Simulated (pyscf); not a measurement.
Optimised with ωB97X-D3(BJ)/def2-SVP in PySCF.

**Question.** Estimate by transition-state theory the rate constant of H₂N–Ti(Cl)(Cl)–Cl (SMILES [NH2][Ti]([Cl])([Cl])[Cl]) + HO–SiH₃ (SMILES O[SiH3]) → H₂N–Ti(OH)(Cl)–Cl (SMILES [NH2][Ti]([OH])([Cl])[Cl]) + H₃Si–Cl (SMILES [SiH3]Cl) (singlet surface; Cl–Ti, O–Si broken, O–Ti, Cl–Si formed) at 600 K, with ωB97M-D3(BJ)/def2-TZVP energies (ideal gas, 1 atm, RRHO with modes under 100 cm⁻¹ raised to 100, one conformer, R ln 2 for chiral ones without a mode under 150 cm⁻¹; no tunnelling).

**Answer.** The electronic barrier is 8.5 kcal/mol and the thermal terms add +29.2, so ΔG‡ = 37.7 kcal/mol. With k_BT/h = 1.25e+13 s⁻¹ and RT = 1.192 kcal/mol, and a volume of 8.18e-20 cm³ per molecule at 1 atm, k = 1.9e-20 cm³ molecule⁻¹ s⁻¹. Wigner's tunnelling factor for 201i cm⁻¹ would be 1.01. A shift of 1 kcal/mol in the barrier changes k by a factor 2.3. On the reactant side the descent ends in an adduct with a O–Ti contact, 12.7 kcal/mol under the separated species and 17.1 kcal/mol under the saddle at ωB97X-D3(BJ)/def2-TZVP. On the product side the descent ends in a complex (not fully relaxed), 4.2 kcal/mol under the separated species and 6.9 kcal/mol under the saddle at ωB97X-D3(BJ)/def2-TZVP. What is counted as formed (O–Ti) is already present as a longer contact in the reactant adduct; forming that adduct is a step of its own. At ωB97X-D3(BJ)/def2-TZVP the barrier from the zero used here is 4.4 kcal/mol. The same reactants have a lower exit, to NH₃ + H₃Si–O–Ti(Cl)(Cl)–Cl (barrier +1.0 kcal/mol at ωB97M-D3(BJ)/def2-TZVP, against +8.5 kcal/mol here). This is the saddle that the search found; another between the same sides may lie lower.
